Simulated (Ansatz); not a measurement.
**BH₃S (triplet): the correlation ladder at distance B1–H4 along a hydrogen transfer = 1.366 Å, cc-pVDZ**

One table from this session's results is given with a row withheld; the runs are named, their logs left out.

Method: cc-pVDZ, core rule «outside noble gas», up to 6 orbitals frozen; program: Ansatz 0.2.0, Gaussian basis.

The runs, in order: UHF; CCSD(T) on ROHF; CCSD(T) on UHF; BCCD(T) on ROHF; CISD; CCSDT(Q) on ROHF; CCSDT(Q) on UHF; CASSCF and MRCISD+Q, 4 electrons in 4 orbitals; CASSCF and NEVPT2, 4 electrons in 4 orbitals.

12 further runs of the same task are left out: 7 for a known fault of the program, 5 that didn't finish.

### The geometry

The geometry derives from fragments relaxed apart (PBE0/def2-TZVP) and kept rigid, so it is no stationary point. A hydrogen atom is moved between rigid fragments.

5 atoms, charge 0, spin multiplicity 3.

Atoms are counted from 1 here; the program's logs count them from 0.

Bond lengths: B1–H2 1.193 Å, B1–H3 1.193 Å, B1–H4 1.366 Å, H4–S5 1.610 Å. Angles: H2–B1–H3 120.0°, H2–B1–H4 120.0°, H3–B1–H4 120.0°, B1–H4–S5 180.0°.

As a file:

```xyz
5
charge 0, multiplicity 3
B    -2.08278    0.00000    0.00000
H    -2.67952    1.03357    0.00000
H    -2.67952   -1.03357    0.00000
H    -0.71678    0.00000    0.00000
S     0.89322    0.00000    0.00000
```

Set-up of the first run:

in.yaml reads:

```yaml
crystal:
  periodic: [false, false, false]
  atoms:
    - {symbol: B, position_ang: [-2.082783, 0.000000, 0.000000]}
    - {symbol: H, position_ang: [-2.679516, 1.033571, 0.000000]}
    - {symbol: H, position_ang: [-2.679516, -1.033571, 0.000000]}
    - {symbol: H, position_ang: [-0.716783, 0.000000, 0.000000]}
    - {symbol: S, position_ang: [0.893217, 0.000000, 0.000000]}
basis:
  gaussian: {orbitals: cc-pVDZ}
magnetization: {spin_polarized: true, initial_magnetization: 2}
hamiltonian: {xc: hf}
output: {orbitals: {seedname: orbitals}}
```

Started as:

```sh
> ansatz run in.yaml --threads 1 --pin off --events-out ev --progress --plain --max-ram 2393MiB
```

Among the steps run: UHF; CCSD(T) on ROHF; CCSD(T) on UHF; BCCD(T) on ROHF; CISD; CCSDT(Q) on ROHF; CCSDT(Q) on UHF; CASSCF and MRCISD+Q, 4 electrons in 4 orbitals; CASSCF and NEVPT2, 4 electrons in 4 orbitals.

One of the session's tables, all rows but one given; the rest of the session is left out.

| method | from UCCSDT(Q) (kcal/mol) |
| --- | --- |
| ROHF | +154.81 |
| UHF | +149.34 |
| RMP2 | +28.83 |
| UMP2 | +29.85 |
| CISD | +15.23 |
| RCCSD | +3.73 |
| UCCSD | +3.62 |
| RCCSD(T) | +0.77 |
| UCCSD(T) | +0.78 |
| BCCD(T) | +0.78 |
| RCCSDT | +0.19 |
| UCCSDT | +0.17 |
| RCCSDT(Q) | +0.01 |
| UCCSDT(Q) | 0 |
| CASSCF pair | +142.52 |
| NEVPT2 pair | ? |
| MRCISD pair | +13.44 |
| MRCISD+Q pair | +0.70 |

**Question.** Estimate the row for NEVPT2 pair.

As computed: from UCCSDT(Q) (kcal/mol): +28.61. In the column «from UCCSDT(Q) (kcal/mol)» it lies between CISD (+15.23) and RMP2 (+28.83).

Among the levels timed on like hardware and quicker than the yardstick, those that no quicker one beats, quickest first: NEVPT2 pair (1.5 s, +28.61 kcal/mol); MRCISD+Q pair (2.2 s, +0.70 kcal/mol).

Limits of these values: Of the multireference levels listed MRCISD+Q pair comes nearest in total energy (+0.70 kcal/mol), which doesn't show that its space is the better one. Restricted and unrestricted rows rest on different reference determinants; where their highest levels disagree by more than a few hundredths of an eV, they describe different states and don't form one ladder.
